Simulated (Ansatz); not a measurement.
Molecular dynamics, step by step

AlH3ClF, closed shell, wB97X-V/6-31G (Ansatz 0.2.0). Settings (timestep in fs, temperature in K; T counts 12 degrees of freedom):

```yaml
hamiltonian: {xc: {name: wB97X-V}}
md: {n_steps: 80, timestep: 0.25, temperature: 500, ensemble: nvt_nose_hoover, seed: 987, initial_velocities: maxwell_boltzmann}
```

Start, the saddle point found with PBE0-D4 in triple zeta (not stationary at another level):

```
atom    x (Å)    y (Å)    z (Å)
 Al1  -0.4259   0.3293  -0.3967
  F2  -0.5756  -0.6687   1.0854
  H3  -0.8989  -0.4520  -1.6769
  H4  -0.5907   1.8622  -0.0878
  H5   0.6828  -0.7511   0.9610
 Cl6   1.8082  -0.3196   0.1148
```

| step | time (fs) | potential energy less the start (meV) | kinetic energy (meV) | T (K) |
| --- | --- | --- | --- | --- |
| 0 | 0.00 | 0.0 | 258.5 | 500 |
| 5 | 1.25 | -10.6 | 269.1 | 521 |
| 10 | 2.50 | -23.2 | 281.7 | 545 |
| 15 | 3.75 | -39.0 | 297.5 | 575 |
| 20 | 5.00 | -56.2 | 314.6 | 609 |
| 25 | 6.25 | -70.4 | 328.8 | 636 |
| 30 | 7.50 | -78.3 | 336.6 | 651 |
| 35 | 8.75 | -79.7 | 337.9 | 653 |
| 40 | 10.00 | -79.6 | 337.7 | 653 |
| 45 | 11.25 | -88.7 | 346.7 | 670 |
| 50 | 12.50 | -114.1 | 371.8 | 719 |
| 55 | 13.75 | -135.9 | 393.1 | 760 |
| 60 | 15.00 | -107.5 | 364.4 | 705 |
| 65 | 16.25 | -60.5 | 317.4 | 614 |
| 70 | 17.50 | -99.0 | 355.2 | 687 |
| 75 | 18.75 | -140.7 | 396.1 | 766 |
| 80 | 20.00 | -90.0 | 345.1 | 668 |

Step 10, positions (Å) and forces (eV/Å):

| atom | x | y | z | Fx | Fy | Fz |
| --- | --- | --- | --- | --- | --- | --- |
| Al1 | -0.441 | 0.333 | -0.402 | -0.926 | 1.659 | -1.194 |
| F2 | -0.571 | -0.673 | 1.088 | -0.090 | -0.319 | 0.718 |
| H3 | -0.893 | -0.408 | -1.715 | -0.011 | -0.200 | -0.089 |
| H4 | -0.640 | 1.927 | -0.101 | 0.162 | -0.607 | 0.012 |
| H5 | 0.674 | -0.684 | 1.021 | 0.013 | -0.642 | 0.701 |
| Cl6 | 1.819 | -0.325 | 0.117 | 0.852 | 0.109 | -0.148 |

Step 15, positions (Å) and forces (eV/Å):

```csv
atom,x,y,z,Fx,Fy,Fz
Al1,-0.449,0.336,-0.406,-0.772,1.706,-1.146
F2,-0.569,-0.675,1.090,0.019,-0.235,0.710
H3,-0.891,-0.390,-1.736,-0.008,-0.191,-0.006
H4,-0.662,1.948,-0.108,0.192,-0.821,0.008
H5,0.670,-0.665,1.067,-0.010,-0.586,0.448
Cl6,1.825,-0.328,0.119,0.580,0.128,-0.014
```

Step 55, positions (Å) and forces (eV/Å):

```json
{"atom": "Al1", "x": "-0.521", "y": "0.382", "z": "-0.456", "Fx": "1.361", "Fy": "-0.827", "Fz": "-0.724"}
{"atom": "F2", "x": "-0.544", "y": "-0.697", "z": "1.127", "Fx": "-0.603", "Fy": "-0.024", "Fz": "0.552"}
{"atom": "H3", "x": "-0.878", "y": "-0.337", "z": "-1.819", "Fx": "-0.167", "Fy": "-0.241", "Fz": "0.142"}
{"atom": "H4", "x": "-0.763", "y": "1.841", "z": "-0.096", "Fx": "-0.195", "Fy": "0.894", "Fz": "0.468"}
{"atom": "H5", "x": "0.463", "y": "-0.740", "z": "1.340", "Fx": "0.160", "Fy": "-0.259", "Fz": "-0.276"}
{"atom": "Cl6", "x": "1.874", "y": "-0.348", "z": "0.131", "Fx": "-0.556", "Fy": "0.458", "Fz": "-0.162"}
```

Last step (80):

Al1  (-0.548, 0.407, -0.498)
F2  (-0.543, -0.709, 1.164)
H3  (-0.929, -0.404, -1.792)
H4  (-0.859, 1.925, 0.057)
H5  (0.468, -0.934, 1.360)
Cl6  (1.898, -0.355, 0.138)
(Å)

The run took about 4.5 min on 2 CPU threads of an Intel Xeon Platinum 8259CL (shared host).
